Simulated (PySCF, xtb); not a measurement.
# Relative energy of two isomers of CH3OSi+

Structure I is `C[Si+]=O`, a singlet and structure II is `C[O+]=[Si]`, a singlet. Both are isolated ions in the gas phase, relaxed with B3LYP-D3(BJ)/def2-SVP.

Problem. Estimate which is lower in electronic energy at CCSD(T)/def2-TZVP, and by roughly how much.

Solution. The CCSD(T)/def2-TZVP calculation puts structure II lower, by 127.0 kJ/mol.

How the difference moves with the method:

```tsv
level	geometry	E(II) − E(I) (kJ/mol)	departure from the last row (kJ/mol)	job, with rough time for the two
GFN2-xTB	GFN2-xTB	+10.5	+137.6	optimisation, 0.24 s
HF/STO-3G	GFN2-xTB	−293.0	−166.0	single point, 3 s
r2SCAN-D4/def2-SVP	GFN2-xTB	−119.1	+8.0	single point, 20 s
B3LYP-D3(BJ)/def2-SVP	B3LYP-D3(BJ)/def2-SVP	−147.1	−20.0	optimisation, 72 s
HF/def2-TZVP	B3LYP-D3(BJ)/def2-SVP	−188.8	−61.8	part of the CCSD(T) run
MP2/def2-TZVP	B3LYP-D3(BJ)/def2-SVP	−103.6	+23.5	part of the CCSD(T) run
CCSD(T)/def2-TZVP	B3LYP-D3(BJ)/def2-SVP	−127.0		single point, 1.8 min
```

As drawn, II has 1 C–O in place of 1 C–Si.

GFN2-xTB puts the two in the other order. The largest departure from CCSD(T)/def2-TZVP is that of HF/STO-3G, 166.0 kJ/mol.

With thermal terms from frequencies at re-optimised GFN2-xTB minima (ideal gas, soft modes damped towards free rotors, one conformer each, 400 K, 1 atm): the zero-point term adds +4.5 kJ/mol; ΔH is −122.3 and ΔG −123.2 kJ/mol.

The T1 diagnostic of structure I is large, so the coupled-cluster value is less sure. The correlated steps freeze 7 core orbitals. Codes used: PySCF 2.14.0, xtb 6.7.1; the last row on 2 threads of Intel(R) Xeon(R) Processor @ 2.50GHz (Skylake/Cascade Lake) on a shared host.
